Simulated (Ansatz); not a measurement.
Process, species as SMILES: P (PH3) + H+ → [PH4+]
B3LYP-D3(BJ)/def2-TZVP geometries, fixed; electronic energies without zero-point terms; positive where energy is released.

Basis-set convergence of the proton affinity at wB97M-V with Ansatz (an electronic-structure program). Cartesian d functions, on some or all atoms, in 6-31G*, 6-31+G*, 6-311G**, 6-311+G**; all else is spherical. The program fits the integrals of some runs and decomposes those of others, by size. The functional holds VV10 correlation; no added dispersion term, no relativity. Functions are those of the species that has most. Reference: the value in pcseg-4, 189.43 kcal/mol, itself unsure by roughly 0.04 kcal/mol (its mean distance from aug-pcseg-3, aug-cc-pV(Q+d)Z, cc-pV(5+d)Z). Deviations are taken from unrounded values.

```csv
basis,functions,proton affinity (kcal/mol)
6-31G*,27,188.52
6-31+G*,31,187.67
def2-SVP,38,188.44
def2-SVPD,56,188.12
pcseg-1,38,188.13
aug-pcseg-1,63,187.62
cc-pV(D+d)Z,43,188.18
aug-cc-pV(D+d)Z,68,187.18
6-311G**,51,188.70
6-311+G**,55,188.74
def2-TZVP,61,188.80
def2-TZVPD,79,188.80
pcseg-2,90,189.43
aug-pcseg-2,142,189.21
cc-pV(T+d)Z,95,189.17
aug-cc-pV(T+d)Z,147,189.05
def2-TZVPP,98,189.17
def2-TZVPPD,116,189.18
cc-pV(Q+d)Z,184,189.39
aug-cc-pV(Q+d)Z,273,189.32
def2-QZVPP,190,189.36
def2-QZVPPD,208,189.34
pcseg-3,196,189.45
aug-pcseg-3,285,189.43
```

What the diffuse functions change, pair by pair:
- 6-31G* to 6-31+G*: 4 more functions, deviation -0.91 to -1.76 kcal/mol
- def2-SVP to def2-SVPD: 18 more functions, deviation -0.99 to -1.31 kcal/mol
- pcseg-1 to aug-pcseg-1: 25 more functions, deviation -1.30 to -1.81 kcal/mol
- cc-pV(D+d)Z to aug-cc-pV(D+d)Z: 25 more functions, deviation -1.24 to -2.25 kcal/mol
- 6-311G** to 6-311+G**: 4 more functions, deviation -0.72 to -0.69 kcal/mol
- def2-TZVP to def2-TZVPD: 18 more functions, deviation -0.63 to -0.63 kcal/mol
- pcseg-2 to aug-pcseg-2: 52 more functions, deviation 0.00 to -0.22 kcal/mol
- cc-pV(T+d)Z to aug-cc-pV(T+d)Z: 52 more functions, deviation -0.26 to -0.38 kcal/mol
- def2-TZVPP to def2-TZVPPD: 18 more functions, deviation -0.26 to -0.24 kcal/mol
- cc-pV(Q+d)Z to aug-cc-pV(Q+d)Z: 89 more functions, deviation -0.04 to -0.11 kcal/mol
- def2-QZVPP to def2-QZVPPD: 18 more functions, deviation -0.07 to -0.09 kcal/mol
- pcseg-3 to aug-pcseg-3: 89 more functions, deviation 0.02 to 0.00 kcal/mol

They bring the value nearer the reference by more than 0.04 kcal/mol in 0 of 12 pairs.
